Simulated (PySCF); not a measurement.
How the method moves the adiabatic energies of losing or gaining an electron of `[BH2-]C#N` ([CH2BN]-•)

The parent is a doublet.

All levels share the PBE0-D3(BJ)/ma-def2-SVP structures and the PBE0-D3(BJ)/ma-def2-SVP thermal terms; only the single-point energies (PySCF) change. Values are adiabatic energies of losing or gaining an electron (0 K, eV).

| level | detachment energy to the singlet neutral | time |
| --- | --- | --- |
| HF/ma-def2-TZVP | 0.55 | 4 s |
| MP2/ma-def2-TZVP | 0.86 | 19 s |
| CCSD(T)/ma-def2-TZVP | 1.10 | 14 min |
| PBE0-D3(BJ)/ma-def2-TZVP | 1.40 | – |

Times are wall times for all single points of a level on 1 thread of Arm Neoverse V1, a shared host; the dash marks the run that also made the structures.

Hartree-Fock leaves out electron correlation, so its ionisation energies and electron affinities from energy differences come out too low, often by 1 eV or more.

At MP2/ma-def2-TZVP, HF/ma-def2-TZVP a relaxed species lies above the same state at the other structure, so the structures fit those levels poorly.

The spread: 0.85 eV, from 0.55 to 1.40.
